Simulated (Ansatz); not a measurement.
**C₂H₃NO (SMILES COC#N): functionals against CCSD(T) at one geometry**

How do the functionals fare away from a minimum? The structure is a structure displaced at random from a GFN2-xTB minimum.

Computed with Ansatz 0.2.0, Gaussian basis. Level: single points in def2-TZVPP.

Cores are frozen in the correlated methods.

**1. The starting structure**

7 atoms, charge 0, spin multiplicity 1.

Atoms are counted from 1 here; the program's logs count them from 0.

Bond lengths: C1–O2 1.566 Å, C1–H5 1.210 Å, C1–H6 1.102 Å, C1–H7 1.179 Å, O2–C3 1.222 Å, C3–N4 1.266 Å. Angles: O2–C1–H5 104.0°, O2–C1–H6 109.4°, O2–C1–H7 108.2°, H5–C1–H6 112.0°, H5–C1–H7 99.2°, H6–C1–H7 122.4°, C1–O2–C3 116.0°, O2–C3–N4 169.8°.

As a file:

```tsv
atom	x (Å)	y (Å)	z (Å)
C1	-0.3658	0.7156	-0.3070
O2	0.6447	-0.4785	-0.3847
C3	0.7142	-1.1865	0.6083
N4	0.7907	-2.0901	1.4911
H5	-0.9455	0.6775	-1.3679
H6	-1.0501	0.5601	0.5423
H7	0.2361	1.7179	-0.4572
```

**2. CCSD(T)/def2-TZVPP**

run/in.yaml reads:

```yaml
crystal:
  periodic: [false, false, false]
  atoms:
    - {symbol: C, position_ang: [-0.365800, 0.715600, -0.307000]}
    - {symbol: O, position_ang: [0.644700, -0.478500, -0.384700]}
    - {symbol: C, position_ang: [0.714200, -1.186500, 0.608300]}
    - {symbol: N, position_ang: [0.790700, -2.090100, 1.491100]}
    - {symbol: H, position_ang: [-0.945500, 0.677500, -1.367900]}
    - {symbol: H, position_ang: [-1.050100, 0.560100, 0.542300]}
    - {symbol: H, position_ang: [0.236100, 1.717900, -0.457200]}
basis:
  gaussian: {orbitals: def2-TZVPP}
correlation: {method: ccsd_t}
output: {forces: true}
```

No record of the launch command was kept for these runs.

**3. PBE0-D4/def2-TZVPP**

Changes to run/in.yaml since step 2:

```diff
@@ -12,3 +12,3 @@
   gaussian: {orbitals: def2-TZVPP}
-correlation: {method: ccsd_t}
-output: {forces: true}
+hamiltonian: {xc: pbe0, dispersion: d4}
+output: {forces: true, orbitals: {seedname: orbitals}}
```

**4. wB97M-V/def2-TZVPP**

Changes to run/in.yaml since step 3:

```diff
@@ -12,3 +12,3 @@
   gaussian: {orbitals: def2-TZVPP}
-hamiltonian: {xc: pbe0, dispersion: d4}
-output: {forces: true, orbitals: {seedname: orbitals}}
+hamiltonian: {xc: {name: wB97M-V}}
+output: {forces: true}
```

**5. r2SCAN-D4/def2-TZVPP**

Changes to run/in.yaml since step 4:

```diff
@@ -12,3 +12,3 @@
   gaussian: {orbitals: def2-TZVPP}
-hamiltonian: {xc: {name: wB97M-V}}
+hamiltonian: {xc: r2scan, dispersion: d4}
 output: {forces: true}
```

**6. PBE-D4/def2-TZVPP**

Changes to run/in.yaml since step 5:

```diff
@@ -12,3 +12,3 @@
   gaussian: {orbitals: def2-TZVPP}
-hamiltonian: {xc: r2scan, dispersion: d4}
+hamiltonian: {xc: pbe, dispersion: d4}
 output: {forces: true}
```

**7. wB97X-V/def2-TZVPP**

Changes to run/in.yaml since step 6:

```diff
@@ -12,3 +12,3 @@
   gaussian: {orbitals: def2-TZVPP}
-hamiltonian: {xc: pbe, dispersion: d4}
+hamiltonian: {xc: {name: wB97X-V}}
 output: {forces: true}
```

**8. SPW92/def2-TZVPP**

Changes to run/in.yaml since step 7:

```diff
@@ -12,3 +12,3 @@
   gaussian: {orbitals: def2-TZVPP}
-hamiltonian: {xc: {name: wB97X-V}}
+hamiltonian: {xc: lda}
 output: {forces: true}
```

(Steps that only read results are left out.)

What does the calculation give? Wanted: energy less free atoms, CCSD(T)/def2-TZVPP; RMS force component; RMS force error; HOMO and LUMO, PBE0-D4; T1 diagnostic.

The runs gave:

```
                                  quantity                                                                                         value
energy less free atoms, CCSD(T)/def2-TZVPP                                                                                -2696.2 kJ/mol
                       RMS force component                                                          3.238 to 3.803 eV/Å over the methods
                           RMS force error  PBE0-D4 0.416, wB97M-V 0.461, r2SCAN-D4 0.310, PBE-D4 0.259, wB97X-V 0.472, SPW92 0.403 eV/Å
                    HOMO and LUMO, PBE0-D4                                                                            -7.71 and -0.51 eV
                             T1 diagnostic                                                                                         0.017
```

What this shows: Against CCSD(T) the functionals' energies less atoms differ by -620.4 to -84.6 kJ/mol, PBE-D4 by -240.2 kJ/mol. The reference is not at the basis limit: in triple zeta CCSD(T) underbinds, which counts against methods that bind more; the gaps are no ranking. The forces of PBE-D4 come nearest to CCSD(T), those of wB97X-V are farthest. Frozen-core CCSD(T) forces in triple zeta carry basis errors of their own, and this is one geometry, so small gaps rank nothing. The restricted Hartree–Fock reference is unstable towards an unrestricted one at one or more of these structures.
